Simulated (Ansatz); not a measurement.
The same path of CH2ClSi (5 atoms, charge 0, multiplicity 2) was run twice with different band settings. The coordinate that changes most is the angle Si1–C2–Cl3.

Theory: UKS PBE0-D4/cc-pVDZ (Ansatz 0.2.0).

Relaxed end points:

```xyz
5
Properties=species:S:1:pos:R:3
Si -0.249 0.516 -0.367
C 0.635 -0.499 0.681
Cl 0.854 -2.005 1.345
H -1.412 0.055 -1.177
H 0.172 1.934 -0.482
```

```xyz
5
Properties=species:S:1:pos:R:3
Si -0.316 0.449 -0.403
C 0.198 -0.929 0.461
Cl 1.256 -1.608 1.547
H -1.479 0.306 -1.311
H 0.341 1.783 -0.294
```

Common settings: movable images 7; climbing image yes; optimiser quadratic models (default); start path through a guess of the saddle point; force threshold 0.05 eV/Å; end points relaxed.

| run | spring | iteration limit |
| --- | --- | --- |
| 1 | 5.0 eV/Å² | 58 |
| 2 | 0.1 eV/Å² | 60 |

(1) What does each run give, and how far can it be trusted?

Results:

(1) Run 1: converged after 14 iterations, highest image 0.043 eV above the first end. A vibrational analysis at the climbing image gives one clearly imaginary mode, 150i cm⁻¹: a first-order saddle point.
Run 2: converged after 11 iterations, highest image 0.043 eV above the first end. Another band between the same ends (7 images) ends at a top of the same energy, where a vibrational analysis finds 1 clearly imaginary mode.
